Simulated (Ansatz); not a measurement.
Relaxation of H₃OSSi (6 atoms, charge 0, multiplicity 2), to a largest force component of 0.02 eV/Å in at most 50 steps.

Computed with Ansatz 0.2.0, UKS revPBE-D4/def2-SVP.

```xyz
6
Properties=species:S:1:pos:R:3:forces:R:3
O -0.341 -1.310 -0.147 0.35 -0.28 -0.12
Si 0.372 0.166 0.160 0.42 0.39 1.69
S -1.055 1.638 -0.468 -0.75 0.30 -1.62
H -1.197 -1.119 -0.544 -0.92 -0.19 -0.28
H 1.619 0.260 -0.658 0.22 0.21 -0.45
H -1.930 2.698 -0.346 0.68 -0.42 0.78
```

Question: Where does it end, and by what steps?

Answer: It converged. After 27 steps the energy has fallen by 1.419 eV; H6 moved furthest, 0.68 Å.

```json
{"step": "0", "energy less start (eV)": "0.0000", "largest force component (eV/Å)": "1.685", "accepted": "yes"}
{"step": "1", "energy less start (eV)": "-0.6054", "largest force component (eV/Å)": "1.292", "accepted": "yes"}
{"step": "2", "energy less start (eV)": "-0.9377", "largest force component (eV/Å)": "1.400", "accepted": "yes"}
{"step": "3", "energy less start (eV)": "-1.1978", "largest force component (eV/Å)": "1.160", "accepted": "yes"}
{"step": "4", "energy less start (eV)": "-1.3697", "largest force component (eV/Å)": "0.521", "accepted": "yes"}
{"step": "5", "energy less start (eV)": "-1.3223", "largest force component (eV/Å)": "0.555", "accepted": "no"}
{"step": "6", "energy less start (eV)": "-1.3949", "largest force component (eV/Å)": "0.049", "accepted": "yes"}
{"step": "7", "energy less start (eV)": "-1.3953", "largest force component (eV/Å)": "0.037", "accepted": "yes"}
{"step": "8", "energy less start (eV)": "-1.3954", "largest force component (eV/Å)": "0.060", "accepted": "yes"}
{"step": "9", "energy less start (eV)": "-1.3955", "largest force component (eV/Å)": "0.033", "accepted": "yes"}
{"step": "10", "energy less start (eV)": "-1.3956", "largest force component (eV/Å)": "0.035", "accepted": "yes"}
{"step": "11", "energy less start (eV)": "-1.3957", "largest force component (eV/Å)": "0.054", "accepted": "yes"}
{"step": "12", "energy less start (eV)": "-1.3958", "largest force component (eV/Å)": "0.062", "accepted": "yes"}
{"step": "13", "energy less start (eV)": "-1.3959", "largest force component (eV/Å)": "0.064", "accepted": "yes"}
{"step": "14", "energy less start (eV)": "-1.3961", "largest force component (eV/Å)": "0.060", "accepted": "yes"}
{"step": "15", "energy less start (eV)": "-1.3963", "largest force component (eV/Å)": "0.055", "accepted": "yes"}
{"step": "16", "energy less start (eV)": "-1.3966", "largest force component (eV/Å)": "0.062", "accepted": "yes"}
{"step": "17", "energy less start (eV)": "-1.3969", "largest force component (eV/Å)": "0.068", "accepted": "yes"}
{"step": "18", "energy less start (eV)": "-1.3772", "largest force component (eV/Å)": "0.910", "accepted": "no"}
{"step": "19", "energy less start (eV)": "-1.3998", "largest force component (eV/Å)": "0.063", "accepted": "yes"}
{"step": "20", "energy less start (eV)": "-1.4003", "largest force component (eV/Å)": "0.391", "accepted": "yes"}
{"step": "21", "energy less start (eV)": "-1.3987", "largest force component (eV/Å)": "0.421", "accepted": "no"}
{"step": "22", "energy less start (eV)": "-1.4067", "largest force component (eV/Å)": "0.058", "accepted": "yes"}
{"step": "23", "energy less start (eV)": "-1.4113", "largest force component (eV/Å)": "0.112", "accepted": "yes"}
{"step": "24", "energy less start (eV)": "-1.4132", "largest force component (eV/Å)": "0.209", "accepted": "yes"}
{"step": "25", "energy less start (eV)": "-1.4176", "largest force component (eV/Å)": "0.070", "accepted": "yes"}
{"step": "26", "energy less start (eV)": "-1.4181", "largest force component (eV/Å)": "0.137", "accepted": "yes"}
{"step": "27", "energy less start (eV)": "-1.4189", "largest force component (eV/Å)": "0.013", "accepted": "yes"}
```

```xyz
6
Properties=species:S:1:pos:R:3
O -0.397 -1.177 -0.341
Si 0.217 0.360 0.021
S -0.779 2.043 -0.942
H -1.320 -1.319 -0.060
H 1.593 0.359 -0.589
H -1.846 2.068 -0.092
```

Whether the end is a true minimum wasn't checked by a vibrational analysis.

Time of the run: 27 s on 2 threads of Intel(R) Xeon(R) Platinum 8488C (Sapphire Rapids), with other jobs on the host, peak memory 0.17 GiB.
